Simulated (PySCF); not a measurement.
Rows and methods have been separated. Pair them.

Compound: aminoacetonitrile, C2H4N2.
Numbering: `[N:1]#[C:2][CH2:3][NH2:4]` (hydrogens: H5, H6 on C3; H7, H8 on N4)

Cartesian coordinates in Å at the PBE0-D3(BJ)/def2-TZVP level; atoms count from 1:
```
atom  x, y, z in Å
N1     2.378   -0.236    0.187
C2     1.291    0.133    0.111
C3    -0.116    0.543    0.008
N4    -1.062   -0.545   -0.124
H5    -0.212    1.214   -0.849
H6    -0.362    1.134    0.893
H7    -0.861   -1.094   -0.950
H8    -1.002   -1.168    0.671
```

The closed-shell ground state was solved 4 times with PySCF (density fitting, gas phase), always in the pcSseg-2 basis (200 functions), with these functionals: B97-2, KT3, PBE0 and wB97X-D. Geometry: PBE0-D3(BJ)/def2-TZVP, one conformer, isolated molecule.

| row | total energy (Eh) | HOMO (eV) | LUMO (eV) | dipole (D) |
| --- | --- | --- | --- | --- |
| P | -191.0599 | -6.67 | -1.03 | 2.72 |
| Q | -188.1059 | -9.97 | 1.73 | 2.70 |
| R | -187.9483 | -8.05 | -0.05 | 2.72 |
| S | -188.1015 | -7.77 | -0.05 | 2.72 |

Problem. Which functional belongs to which row?

Solution. P = KT3, Q = wB97X-D, R = PBE0, S = B97-2. By rising HOMO–LUMO gap: KT3 (GGA) 5.64 eV; B97-2 (global hybrid, 21 % exact exchange) 7.72 eV; PBE0 (global hybrid, 25 % exact exchange) 8.00 eV; wB97X-D (range-separated hybrid) 11.70 eV. Total energies of different functionals aren't bounds to one another; each is stationary for its own functional.

Note: wB97X-D ran without an empirical dispersion term, which enters the total energy and its gradient alone.
